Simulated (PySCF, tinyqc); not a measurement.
A ladder of methods, and size consistency: correlation methods against full CI in the sto-6g basis, for BH, spin multiplicity 1. Computed by the program tinyqc with PySCF. All electrons correlated; +Q is the Davidson correction (1 - c0^2) E_corr. The last columns treat two copies 100 angstrom apart as one system. FCI is the lowest singlet.

Geometry (angstrom):
```
atom       x       y       z
B     0.0000  0.0000  0.0000
H     0.0000  0.0000  1.3010
```

RHF energy of one = -24.997452 hartree

Correlation energies (hartree):
```
method   E_corr of one  share of FCI (%)  E_corr of two at 100 angstrom  two minus twice one (mhartree)
MP2          -0.031066           51.4891                      -0.062131                          0.0000
CISD         -0.058241           96.5293                      -0.108363                          8.1184
CISD+Q       -0.062985          104.3935                      -0.122339                          3.6321
CCSD         -0.060171           99.7283                      -0.120341                          0.0000
CCSD(T)      -0.060224           99.8172                      -0.120449                          0.0000
FCI          -0.060335          100.0000                              -                               -
```

What does the comparison show, and why?

MP2 recovers 51 %, CISD 96.5 % and CCSD 99.7 % of the FCI value (c0^2 = 0.919 in CISD). MP2 and coupled cluster are size consistent, so their last column vanishes; CISD loses 8.12 mhartree, since a double excitation on each copy is a quadruple of the pair, and the Davidson correction leaves +3.63. The restricted reference is unstable here: a spin-polarised solution lies 0.0110 hartree lower (PySCF), so results built on it describe a poor reference.
